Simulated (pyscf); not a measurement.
Insertion: HO–Ga (SMILES [OH][Ga]) [singlet] + H₂ (SMILES [H][H]) -> HO–GaH₂ (SMILES [OH][GaH2])

Gas phase, singlet surface, charge 0. Bonds broken: H4–H5. Bonds formed: Ga1–H4, Ga1–H5. Single points on ωB97X-D3(BJ)/def2-SVP structures (PySCF, gas phase).

Transition state (Å):

```xyz
5

Ga    -0.6145     0.2615    -0.0160
O     -0.2890    -1.0005     1.1826
H     -0.9855    -1.6661     1.2323
H     -1.5187     0.8702    -1.0937
H     -2.3029    -0.2561    -0.7450
```

One imaginary mode, 1618i cm⁻¹; descent along it reached the two sides named.

```json
[
 {"bond": "H4–H5", "change": "breaks", "reactant side (Å)": "0.761", "saddle": "1.416", "product side": "2.8"},
 {"bond": "Ga1–H4", "change": "forms", "reactant side (Å)": "3.3", "saddle": "1.533", "product side": "1.556"},
 {"bond": "Ga1–H5", "change": "forms", "reactant side (Å)": "3.9", "saddle": "1.910", "product side": "1.565"}
]
```

Electronic energies relative to the separated reactants (kJ/mol):

```
level                   barrier  reaction energy  reverse barrier
----------------------  -------  ---------------  ---------------
ωB97X-D3(BJ)/def2-TZVP    288.3            -33.1            321.4
PBE/def2-TZVP             253.5            -12.3            265.8
r²SCAN/def2-TZVP          255.4            -30.5            285.9
B3LYP-D3(BJ)/def2-TZVP    285.3             -4.6            289.9
PBE0-D3(BJ)/def2-TZVP     265.6            -27.9            293.5
M06-2X/def2-TZVP          293.1            -15.6            308.7
ωB97M-D3(BJ)/def2-TZVP    293.5            -15.8            309.3
HF/def2-TZVP              340.4            -27.7            368.1
```

With ωB97M-D3(BJ)/def2-TZVP energies and thermal terms (ideal gas, 1 atm, RRHO with modes under 100 cm⁻¹ raised to 100, one conformer, R ln 2 for chiral ones without a mode under 150 cm⁻¹), in kJ/mol:

| T (K) | ΔH‡ | ΔG‡ | ΔH | ΔG |
|---|---|---|---|---|
| 298 | 291.1 | 325.6 | -8.5 | +26.0 |
| 600 | 288.4 | 361.9 | -10.5 | +62.2 |
| 900 | 288.4 | 398.7 | -9.2 | +98.3 |
| 1200 | 289.7 | 435.3 | -6.2 | +133.7 |

This saddle turned up in a search for another step; its sides and bond changes are read from the two ends of the descent. The same reactants have a lower exit, to GaH [singlet] + H₂O (barrier +129.1 kJ/mol at ωB97M-D3(BJ)/def2-TZVP, against +293.5 kJ/mol here). One saddle was located; it need not be the lowest between these sides. Elements up to Kr have no core potential and no relativistic terms here.
